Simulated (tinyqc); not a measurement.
Inside a calculation (part 2 of 3). Method: UHF in the sto-3g basis, for CH3-, spin multiplicity 1. The basis has no diffuse functions, so it cannot describe the extra electron: this is an exercise in the method, not the real anion. Computed by tinyqc, a small Python program that keeps every step (integrals from PySCF). Command: `OMP_NUM_THREADS=1 python tinyqc.py 22163 22164 out.jsonl` (the two numbers bound the seeds that draw the settings). One thread of a shared host (Intel(R) Xeon(R) Processor @ 2.60GHz), about 0.2 s of CPU time with the checks.

Geometry (angstrom):
```
atom          x          y         z
C      0.000000   0.000000  0.012000
H      1.365000   0.000000  0.000000
H     -0.683000   1.182000  0.000000
H     -0.683000  -1.182000  0.000000
```

## Iteration 1: building the Fock matrix

D(alpha) at the start, order 1C 1s, 1C 2s, 1C 2px, 1C 2py, 1C 2pz, 2H 1s, 3H 1s, 4H 1s:
```
[[1.024940, -0.105351, -0.000006, 0.000916, -0.000227, -0.068659, -0.069557, -0.067715],
 [-0.105351, 0.502667, 0.000014, -0.003039, 0.000816, 0.167153, 0.170149, 0.164036],
 [-0.000006, 0.000014, 0.654012, 0.000000, 0.000000, 0.220950, -0.110500, -0.110501],
 [0.000916, -0.003039, 0.000000, 0.909174, -0.386199, -0.000130, -0.065208, 0.064949],
 [-0.000227, 0.000816, 0.000000, -0.386199, 0.584979, -0.001075, 0.387329, -0.389478],
 [-0.068659, 0.167153, 0.220950, -0.000130, -0.001075, 0.131357, 0.019492, 0.019231],
 [-0.069557, 0.170149, -0.110500, -0.065208, 0.387329, 0.019492, 0.389476, -0.238525],
 [-0.067715, 0.164036, -0.110501, 0.064949, -0.389478, 0.019231, -0.238525, 0.388954]]
```

D(beta) at the start, order 1C 1s, 1C 2s, 1C 2px, 1C 2py, 1C 2pz, 2H 1s, 3H 1s, 4H 1s:
```
[[1.024940, -0.105351, -0.000006, -0.000916, -0.000227, -0.068659, -0.067715, -0.069557],
 [-0.105351, 0.502667, 0.000014, 0.003039, 0.000816, 0.167153, 0.164036, 0.170149],
 [-0.000006, 0.000014, 0.654012, 0.000000, 0.000000, 0.220950, -0.110501, -0.110500],
 [-0.000916, 0.003039, 0.000000, 0.909174, 0.386199, 0.000130, -0.064949, 0.065208],
 [-0.000227, 0.000816, 0.000000, 0.386199, 0.584979, -0.001075, -0.389478, 0.387329],
 [-0.068659, 0.167153, 0.220950, 0.000130, -0.001075, 0.131357, 0.019231, 0.019492],
 [-0.067715, 0.164036, -0.110501, -0.064949, -0.389478, 0.019231, 0.388954, -0.238525],
 [-0.069557, 0.170149, -0.110500, 0.065208, 0.387329, 0.019492, -0.238525, 0.389476]]
```

core Hamiltonian H = T + V (hartree), order 1C 1s, 1C 2s, 1C 2px, 1C 2py, 1C 2pz, 2H 1s, 3H 1s, 4H 1s:
```
[[-18.924521, -4.566940, 0.000005, 0.000000, 0.000285, -0.614367, -0.614171, -0.614171],
 [-4.566940, -5.871601, 0.000054, 0.000000, 0.003179, -1.691854, -1.691496, -1.691496],
 [0.000005, 0.000054, -4.862764, 0.000000, 0.000000, -1.541155, 0.770952, 0.770952],
 [0.000000, 0.000000, 0.000000, -4.862646, 0.000000, 0.000000, -1.334173, 1.334173],
 [0.000285, 0.003179, 0.000000, 0.000000, -4.745423, 0.014066, 0.014062, 0.014062],
 [-0.614367, -1.691854, -1.541155, 0.000000, 0.014066, -3.223482, -0.296643, -0.296643],
 [-0.614171, -1.691496, 0.770952, -1.334173, 0.014062, -0.296643, -3.223310, -0.296908],
 [-0.614171, -1.691496, 0.770952, 1.334173, 0.014062, -0.296643, -0.296908, -3.223310]]
```

nuclear repulsion = 7.64883442 hartree

Given earlier and not repeated: Two-electron integrals (ij|kl) in chemists' order.

J_ij = sum D_kl (ij|kl) with D = D(alpha) + D(beta), K_ij = sum D_kl (ik|jl) for each spin; F = H + J - K(s); E = tr D H + tr D J / 2 - 0.5 sum_s tr D(s) K(s) + E_nn.

Coulomb J (hartree), order 1C 1s, 1C 2s, 1C 2px, 1C 2py, 1C 2pz, 2H 1s, 3H 1s, 4H 1s:
```
[[12.742597, 2.524237, -0.001165, 0.000000, -0.000243, 0.336334, 0.336410, 0.336410],
 [2.524237, 6.115361, -0.019656, 0.000000, -0.002371, 1.723559, 1.750407, 1.750407],
 [-0.001165, -0.019656, 6.127889, 0.000000, 0.000132, 1.674404, -0.861836, -0.861836],
 [0.000000, 0.000000, 0.000000, 6.159539, 0.000000, 0.000000, 1.487556, -1.487556],
 [-0.000243, -0.002371, 0.000132, 0.000000, 6.041672, -0.015119, -0.015454, -0.015454],
 [0.336334, 1.723559, 1.674404, 0.000000, -0.015119, 3.717155, 0.292932, 0.292932],
 [0.336410, 1.750407, -0.861836, 1.487556, -0.015454, 0.292932, 3.893839, 0.295994],
 [0.336410, 1.750407, -0.861836, -1.487556, -0.015454, 0.292932, 0.295994, 3.893839]]
```

exchange K(alpha) (hartree), order 1C 1s, 1C 2s, 1C 2px, 1C 2py, 1C 2pz, 2H 1s, 3H 1s, 4H 1s:
```
[[3.593167, 0.657087, 0.000807, 0.000000, -0.000015, 0.089721, 0.088542, 0.088638],
 [0.657087, 0.899080, 0.002770, -0.001386, -0.001447, 0.329393, 0.332429, 0.331763],
 [0.000807, 0.002770, 0.766345, -0.000102, 0.000030, 0.315869, -0.164759, -0.164699],
 [0.000000, -0.001386, -0.000102, 0.816605, -0.131017, -0.000084, 0.263517, -0.263581],
 [-0.000015, -0.001447, 0.000030, -0.131017, 0.567144, -0.002543, 0.067666, -0.073027],
 [0.089721, 0.329393, 0.315869, -0.000084, -0.002543, 0.393279, 0.064774, 0.064871],
 [0.088542, 0.332429, -0.164759, 0.263517, 0.067666, 0.064774, 0.491565, 0.046857],
 [0.088638, 0.331763, -0.164699, -0.263581, -0.073027, 0.064871, 0.046857, 0.492014]]
```

exchange K(beta) (hartree), order 1C 1s, 1C 2s, 1C 2px, 1C 2py, 1C 2pz, 2H 1s, 3H 1s, 4H 1s:
```
[[3.593167, 0.657087, 0.000807, 0.000000, -0.000015, 0.089721, 0.088638, 0.088542],
 [0.657087, 0.899080, 0.002770, 0.001386, -0.001447, 0.329393, 0.331763, 0.332429],
 [0.000807, 0.002770, 0.766345, 0.000102, 0.000030, 0.315869, -0.164699, -0.164759],
 [0.000000, 0.001386, 0.000102, 0.816605, 0.131017, 0.000084, 0.263581, -0.263517],
 [-0.000015, -0.001447, 0.000030, 0.131017, 0.567144, -0.002543, -0.073027, 0.067666],
 [0.089721, 0.329393, 0.315869, 0.000084, -0.002543, 0.393279, 0.064871, 0.064774],
 [0.088638, 0.331763, -0.164699, 0.263581, -0.073027, 0.064871, 0.492014, 0.046857],
 [0.088542, 0.332429, -0.164759, -0.263517, 0.067666, 0.064774, 0.046857, 0.491565]]
```

F(alpha) (hartree), order 1C 1s, 1C 2s, 1C 2px, 1C 2py, 1C 2pz, 2H 1s, 3H 1s, 4H 1s:
```
[[-9.775090, -2.699790, -0.001967, 0.000000, 0.000056, -0.367754, -0.366303, -0.366399],
 [-2.699790, -0.655319, -0.022371, 0.001386, 0.002256, -0.297688, -0.273518, -0.272852],
 [-0.001967, -0.022371, 0.498780, 0.000102, 0.000102, -0.182619, 0.073875, 0.073815],
 [0.000000, 0.001386, 0.000102, 0.480287, 0.131017, 0.000084, -0.110134, 0.110198],
 [0.000056, 0.002256, 0.000102, 0.131017, 0.729105, 0.001490, -0.069058, 0.071636],
 [-0.367754, -0.297688, -0.182619, 0.000084, 0.001490, 0.100394, -0.068485, -0.068582],
 [-0.366303, -0.273518, 0.073875, -0.110134, -0.069058, -0.068485, 0.178963, -0.047772],
 [-0.366399, -0.272852, 0.073815, 0.110198, 0.071636, -0.068582, -0.047772, 0.178514]]
```

F(beta) (hartree), order 1C 1s, 1C 2s, 1C 2px, 1C 2py, 1C 2pz, 2H 1s, 3H 1s, 4H 1s:
```
[[-9.775090, -2.699790, -0.001967, 0.000000, 0.000056, -0.367754, -0.366399, -0.366303],
 [-2.699790, -0.655319, -0.022371, -0.001386, 0.002256, -0.297688, -0.272852, -0.273518],
 [-0.001967, -0.022371, 0.498780, -0.000102, 0.000102, -0.182619, 0.073815, 0.073875],
 [0.000000, -0.001386, -0.000102, 0.480287, -0.131017, -0.000084, -0.110198, 0.110134],
 [0.000056, 0.002256, 0.000102, -0.131017, 0.729105, 0.001490, 0.071636, -0.069058],
 [-0.367754, -0.297688, -0.182619, -0.000084, 0.001490, 0.100394, -0.068582, -0.068485],
 [-0.366399, -0.272852, 0.073815, -0.110198, 0.071636, -0.068582, 0.178514, -0.047772],
 [-0.366303, -0.273518, 0.073875, 0.110134, -0.069058, -0.068485, -0.047772, 0.178963]]
```

total energy of this density = -37.89218671 hartree

## Iteration 1: diagonalisation and new density

X, order 1C 1s, 1C 2s, 1C 2px, 1C 2py, 1C 2pz, 2H 1s, 3H 1s, 4H 1s:
```
[[1.026964, -0.149432, 0.000002, 0.000000, 0.000181, 0.020453, 0.020450, 0.020450],
 [-0.149432, 1.194625, -0.000013, 0.000000, -0.001533, -0.205954, -0.205903, -0.205903],
 [0.000002, -0.000013, 1.093306, 0.000000, 0.000000, -0.221445, 0.110768, 0.110768],
 [0.000000, 0.000000, 0.000000, 1.093201, 0.000000, 0.000000, -0.191688, 0.191688],
 [0.000181, -0.001533, 0.000000, 0.000000, 1.000014, 0.001861, 0.001860, 0.001860],
 [0.020453, -0.205954, -0.221445, 0.000000, 0.001861, 1.117981, -0.014022, -0.014022],
 [0.020450, -0.205903, 0.110768, -0.191688, 0.001860, -0.014022, 1.117931, -0.014009],
 [0.020450, -0.205903, 0.110768, 0.191688, 0.001860, -0.014022, -0.014009, 1.117931]]
```

Diagonalise F' = X^T F X, C = X C', fill 5 alpha and 5 beta electrons from the bottom; D(s) = C_occ C_occ^T. Each column has its largest component positive (the first on a tie).

F' = X^T F X (alpha) (hartree):
```
[[-9.536391, -1.566295, 0.000607, -0.000233, 0.000449, -0.007215, -0.007194, -0.007471],
 [-1.566295, 0.161688, -0.019140, 0.001693, -0.000836, -0.304577, -0.301831, -0.300485],
 [0.000607, -0.019140, 0.735262, 0.000091, 0.000065, -0.397587, 0.195836, 0.195767],
 [-0.000233, 0.001693, 0.000091, 0.682974, 0.170197, 0.000038, -0.294235, 0.294193],
 [0.000449, -0.000836, 0.000065, 0.170197, 0.729137, 0.003077, -0.101703, 0.107782],
 [-0.007215, -0.304577, -0.397587, 0.000038, 0.003077, 0.352005, -0.039733, -0.039684],
 [-0.007194, -0.301831, 0.195836, -0.294235, -0.101703, -0.039733, 0.415428, -0.005856],
 [-0.007471, -0.300485, 0.195767, 0.294193, 0.107782, -0.039684, -0.005856, 0.415135]]
```

orbital energies (alpha) (hartree): [-9.783956, -0.149645, 0.076912, 0.115231, 0.599672, 0.886642, 1.092088, 1.118293]

coefficients C (alpha), order 1C 1s, 1C 2s, 1C 2px, 1C 2py, 1C 2pz, 2H 1s, 3H 1s, 4H 1s:
```
[[0.991352, -0.187602, 0.036971, -0.000261, -0.004084, -0.240770, 0.030209, 0.000724],
 [0.035496, 0.549256, -0.117486, 0.000785, 0.017486, 1.113236, -0.142491, -0.004331],
 [0.000233, 0.064745, 0.419679, -0.000553, 0.000848, 0.144566, 1.033273, 0.004380],
 [-0.000002, -0.000884, 0.000497, 0.418807, -0.535813, 0.011476, -0.004893, 0.897733],
 [-0.000065, -0.002291, 0.000498, 0.033702, 0.864881, -0.014659, -0.000822, 0.500664],
 [-0.006052, 0.424749, 0.564803, -0.000073, -0.006687, -0.657103, -0.640993, 0.001054],
 [-0.006092, 0.261272, -0.344681, 0.537786, 0.290349, -0.541084, 0.440235, -0.542949],
 [-0.006085, 0.261853, -0.345956, -0.536367, -0.302715, -0.527944, 0.434138, 0.554236]]
```

F' = X^T F X (beta) (hartree):
```
[[-9.536391, -1.566295, 0.000607, 0.000233, 0.000449, -0.007215, -0.007471, -0.007194],
 [-1.566295, 0.161688, -0.019140, -0.001693, -0.000836, -0.304577, -0.300485, -0.301831],
 [0.000607, -0.019140, 0.735262, -0.000091, 0.000065, -0.397587, 0.195767, 0.195836],
 [0.000233, -0.001693, -0.000091, 0.682974, -0.170197, -0.000038, -0.294193, 0.294235],
 [0.000449, -0.000836, 0.000065, -0.170197, 0.729137, 0.003077, 0.107782, -0.101703],
 [-0.007215, -0.304577, -0.397587, -0.000038, 0.003077, 0.352005, -0.039684, -0.039733],
 [-0.007471, -0.300485, 0.195767, -0.294193, 0.107782, -0.039684, 0.415135, -0.005856],
 [-0.007194, -0.301831, 0.195836, 0.294235, -0.101703, -0.039733, -0.005856, 0.415428]]
```

orbital energies (beta) (hartree): [-9.783956, -0.149645, 0.076912, 0.115231, 0.599672, 0.886642, 1.092088, 1.118293]

coefficients C (beta), order 1C 1s, 1C 2s, 1C 2px, 1C 2py, 1C 2pz, 2H 1s, 3H 1s, 4H 1s:
```
[[0.991352, -0.187602, 0.036971, -0.000261, -0.004084, -0.240770, 0.030209, -0.000724],
 [0.035496, 0.549256, -0.117486, 0.000785, 0.017486, 1.113236, -0.142491, 0.004331],
 [0.000233, 0.064745, 0.419679, -0.000553, 0.000848, 0.144566, 1.033273, -0.004380],
 [0.000002, 0.000884, -0.000497, -0.418807, 0.535813, -0.011476, 0.004893, 0.897733],
 [-0.000065, -0.002291, 0.000498, 0.033702, 0.864881, -0.014659, -0.000822, -0.500664],
 [-0.006052, 0.424749, 0.564803, -0.000073, -0.006687, -0.657103, -0.640993, -0.001054],
 [-0.006085, 0.261853, -0.345956, -0.536367, -0.302715, -0.527944, 0.434138, -0.554236],
 [-0.006092, 0.261272, -0.344681, 0.537786, 0.290349, -0.541084, 0.440235, 0.542949]]
```

D(alpha) after iteration 1, order 1C 1s, 1C 2s, 1C 2px, 1C 2py, 1C 2pz, 2H 1s, 3H 1s, 4H 1s:
```
[[1.019357, -0.072268, 0.003597, 0.002261, -0.003157, -0.064775, -0.069124, -0.066570],
 [-0.072268, 0.317051, -0.013723, -0.009584, 0.013830, 0.166607, 0.189284, 0.178539],
 [0.003597, -0.013723, 0.180323, -0.000535, 0.000776, 0.264529, -0.127792, -0.128198],
 [0.002261, -0.009584, -0.000535, 0.462496, -0.449298, 0.003458, 0.069253, -0.062839],
 [-0.003157, 0.013830, 0.000776, -0.449298, 0.749161, -0.006478, 0.268472, -0.280661],
 [-0.064775, 0.166607, 0.264529, 0.003458, -0.006478, 0.499495, -0.085646, -0.082075],
 [-0.069124, 0.189284, -0.127792, 0.069253, 0.268472, -0.085646, 0.560622, -0.188647],
 [-0.066570, 0.178539, -0.128198, -0.062839, -0.280661, -0.082075, -0.188647, 0.567616]]
```

D(beta) after iteration 1, order 1C 1s, 1C 2s, 1C 2px, 1C 2py, 1C 2pz, 2H 1s, 3H 1s, 4H 1s:
```
[[1.019357, -0.072268, 0.003597, -0.002261, -0.003157, -0.064775, -0.066570, -0.069124],
 [-0.072268, 0.317051, -0.013723, 0.009584, 0.013830, 0.166607, 0.178539, 0.189284],
 [0.003597, -0.013723, 0.180323, 0.000535, 0.000776, 0.264529, -0.128198, -0.127792],
 [-0.002261, 0.009584, 0.000535, 0.462496, 0.449298, -0.003458, 0.062839, -0.069253],
 [-0.003157, 0.013830, 0.000776, 0.449298, 0.749161, -0.006478, -0.280661, 0.268472],
 [-0.064775, 0.166607, 0.264529, -0.003458, -0.006478, 0.499495, -0.082075, -0.085646],
 [-0.066570, 0.178539, -0.128198, 0.062839, -0.280661, -0.082075, 0.567616, -0.188647],
 [-0.069124, 0.189284, -0.127792, -0.069253, 0.268472, -0.085646, -0.188647, 0.560622]]
```

## Iteration 2: building the Fock matrix

As before.

Coulomb J (hartree), order 1C 1s, 1C 2s, 1C 2px, 1C 2py, 1C 2pz, 2H 1s, 3H 1s, 4H 1s:
```
[[11.955654, 2.339602, -0.000410, 0.000000, 0.000657, 0.311804, 0.311824, 0.311824],
 [2.339602, 5.696080, -0.001655, 0.000000, 0.001176, 1.659545, 1.664169, 1.664169],
 [-0.000410, -0.001655, 5.698558, 0.000000, 0.000101, 1.642530, -0.824828, -0.824828],
 [0.000000, 0.000000, 0.000000, 5.725942, 0.000000, 0.000000, 1.430621, -1.430621],
 [0.000657, 0.001176, 0.000101, 0.000000, 5.646444, -0.014235, -0.014304, -0.014304],
 [0.311804, 1.659545, 1.642530, 0.000000, -0.014235, 3.853158, 0.282132, 0.282132],
 [0.311824, 1.664169, -0.824828, 1.430621, -0.014304, 0.282132, 3.881561, 0.282504],
 [0.311824, 1.664169, -0.824828, -1.430621, -0.014304, 0.282132, 0.282504, 3.881561]]
```

exchange K(alpha) (hartree), order 1C 1s, 1C 2s, 1C 2px, 1C 2py, 1C 2pz, 2H 1s, 3H 1s, 4H 1s:
```
[[3.578612, 0.633196, 0.000741, -0.000003, -0.000054, 0.087016, 0.086443, 0.086460],
 [0.633196, 0.760431, -0.004594, -0.003614, 0.004158, 0.326911, 0.327854, 0.327643],
 [0.000741, -0.004594, 0.497380, -0.000380, 0.000394, 0.329595, -0.164934, -0.165016],
 [-0.000003, -0.003614, -0.000380, 0.594111, -0.204850, 0.000118, 0.278360, -0.278214],
 [-0.000054, 0.004158, 0.000394, -0.204850, 0.630457, -0.002992, 0.020640, -0.026705],
 [0.087016, 0.326911, 0.329595, 0.000118, -0.002992, 0.626129, 0.051227, 0.051347],
 [0.086443, 0.327854, -0.164934, 0.278360, 0.020640, 0.051227, 0.630482, 0.047702],
 [0.086460, 0.327643, -0.165016, -0.278214, -0.026705, 0.051347, 0.047702, 0.632762]]
```

exchange K(beta) (hartree), order 1C 1s, 1C 2s, 1C 2px, 1C 2py, 1C 2pz, 2H 1s, 3H 1s, 4H 1s:
```
[[3.578612, 0.633196, 0.000741, 0.000003, -0.000054, 0.087016, 0.086460, 0.086443],
 [0.633196, 0.760431, -0.004594, 0.003614, 0.004158, 0.326911, 0.327643, 0.327854],
 [0.000741, -0.004594, 0.497380, 0.000380, 0.000394, 0.329595, -0.165016, -0.164934],
 [0.000003, 0.003614, 0.000380, 0.594111, 0.204850, -0.000118, 0.278214, -0.278360],
 [-0.000054, 0.004158, 0.000394, 0.204850, 0.630457, -0.002992, -0.026705, 0.020640],
 [0.087016, 0.326911, 0.329595, -0.000118, -0.002992, 0.626129, 0.051347, 0.051227],
 [0.086460, 0.327643, -0.165016, 0.278214, -0.026705, 0.051347, 0.632762, 0.047702],
 [0.086443, 0.327854, -0.164934, -0.278360, 0.020640, 0.051227, 0.047702, 0.630482]]
```

F(alpha) (hartree), order 1C 1s, 1C 2s, 1C 2px, 1C 2py, 1C 2pz, 2H 1s, 3H 1s, 4H 1s:
```
[[-10.547479, -2.860534, -0.001147, 0.000003, 0.000995, -0.389580, -0.388790, -0.388807],
 [-2.860534, -0.935952, 0.002993, 0.003614, 0.000197, -0.359220, -0.355181, -0.354970],
 [-0.001147, 0.002993, 0.338413, 0.000380, -0.000293, -0.228220, 0.111058, 0.111140],
 [0.000003, 0.003614, 0.000380, 0.269184, 0.204850, -0.000118, -0.181912, 0.181766],
 [0.000995, 0.000197, -0.000293, 0.204850, 0.270564, 0.002823, -0.020882, 0.026463],
 [-0.389580, -0.359220, -0.228220, -0.000118, 0.002823, 0.003547, -0.065738, -0.065858],
 [-0.388790, -0.355181, 0.111058, -0.181912, -0.020882, -0.065738, 0.027768, -0.062105],
 [-0.388807, -0.354970, 0.111140, 0.181766, 0.026463, -0.065858, -0.062105, 0.025489]]
```

F(beta) (hartree), order 1C 1s, 1C 2s, 1C 2px, 1C 2py, 1C 2pz, 2H 1s, 3H 1s, 4H 1s:
```
[[-10.547479, -2.860534, -0.001147, -0.000003, 0.000995, -0.389580, -0.388807, -0.388790],
 [-2.860534, -0.935952, 0.002993, -0.003614, 0.000197, -0.359220, -0.354970, -0.355181],
 [-0.001147, 0.002993, 0.338413, -0.000380, -0.000293, -0.228220, 0.111140, 0.111058],
 [-0.000003, -0.003614, -0.000380, 0.269184, -0.204850, 0.000118, -0.181766, 0.181912],
 [0.000995, 0.000197, -0.000293, -0.204850, 0.270564, 0.002823, 0.026463, -0.020882],
 [-0.389580, -0.359220, -0.228220, 0.000118, 0.002823, 0.003547, -0.065858, -0.065738],
 [-0.388807, -0.354970, 0.111140, -0.181766, 0.026463, -0.065858, 0.025489, -0.062105],
 [-0.388790, -0.355181, 0.111058, 0.181912, -0.020882, -0.065738, -0.062105, 0.027768]]
```

total energy of this density = -38.51481709 hartree

## Iteration 2: DIIS over 2 matrices

error matrix X^T (FDS - SDF) X (alpha):
```
[[0.000000, -0.030159, -0.001288, -0.000868, 0.000386, 0.023950, 0.023809, 0.022791],
 [0.030159, 0.000000, -0.001592, 0.001261, -0.000852, -0.049960, -0.047175, -0.044916],
 [0.001288, 0.001592, 0.000000, 0.000046, 0.000054, -0.015547, 0.004844, 0.004416],
 [0.000868, -0.001261, -0.000046, 0.000000, -0.101373, 0.000527, 0.002611, -0.002115],
 [-0.000386, 0.000852, -0.000054, 0.101373, 0.000000, 0.001010, -0.051516, 0.052630],
 [-0.023950, 0.049960, 0.015547, -0.000527, -0.001010, 0.000000, -0.002535, -0.003373],
 [-0.023809, 0.047175, -0.004844, -0.002611, 0.051516, 0.002535, 0.000000, -0.000995],
 [-0.022791, 0.044916, -0.004416, 0.002115, -0.052630, 0.003373, 0.000995, 0.000000]]
```

B (overlaps of the stored error matrices):
```
[[1.1006100e+00, 5.5561043e-03],
 [5.5561043e-03, 1.0132845e-01]]
```

Minimise |sum c_i e_i|^2 with sum c_i = 1: solve [B -1; -1 0][c; lambda] = [0; -1] with B_ij = tr e_i^T e_j summed over both spins, and take F = sum c_i F_i.

DIIS coefficients: [0.080425, 0.919575]

extrapolated F(alpha) (hartree), order 1C 1s, 1C 2s, 1C 2px, 1C 2py, 1C 2pz, 2H 1s, 3H 1s, 4H 1s:
```
[[-10.485359, -2.847606, -0.001213, 0.000003, 0.000920, -0.387824, -0.386982, -0.387004],
 [-2.847606, -0.913382, 0.000953, 0.003435, 0.000363, -0.354272, -0.348613, -0.348366],
 [-0.001213, 0.000953, 0.351311, 0.000358, -0.000262, -0.224553, 0.108068, 0.108138],
 [0.000003, 0.003435, 0.000358, 0.286162, 0.198912, -0.000102, -0.176139, 0.176010],
 [0.000920, 0.000363, -0.000262, 0.198912, 0.307442, 0.002716, -0.024756, 0.030096],
 [-0.387824, -0.354272, -0.224553, -0.000102, 0.002716, 0.011336, -0.065959, -0.066077],
 [-0.386982, -0.348613, 0.108068, -0.176139, -0.024756, -0.065959, 0.039928, -0.060953],
 [-0.387004, -0.348366, 0.108138, 0.176010, 0.030096, -0.066077, -0.060953, 0.037796]]
```

extrapolated F(beta) (hartree), order 1C 1s, 1C 2s, 1C 2px, 1C 2py, 1C 2pz, 2H 1s, 3H 1s, 4H 1s:
```
[[-10.485359, -2.847606, -0.001213, -0.000003, 0.000920, -0.387824, -0.387004, -0.386982],
 [-2.847606, -0.913382, 0.000953, -0.003435, 0.000363, -0.354272, -0.348366, -0.348613],
 [-0.001213, 0.000953, 0.351311, -0.000358, -0.000262, -0.224553, 0.108138, 0.108068],
 [-0.000003, -0.003435, -0.000358, 0.286162, -0.198912, 0.000102, -0.176010, 0.176139],
 [0.000920, 0.000363, -0.000262, -0.198912, 0.307442, 0.002716, 0.030096, -0.024756],
 [-0.387824, -0.354272, -0.224553, 0.000102, 0.002716, 0.011336, -0.066077, -0.065959],
 [-0.387004, -0.348366, 0.108138, -0.176010, 0.030096, -0.066077, 0.037796, -0.060953],
 [-0.386982, -0.348613, 0.108068, 0.176139, -0.024756, -0.065959, -0.060953, 0.039928]]
```
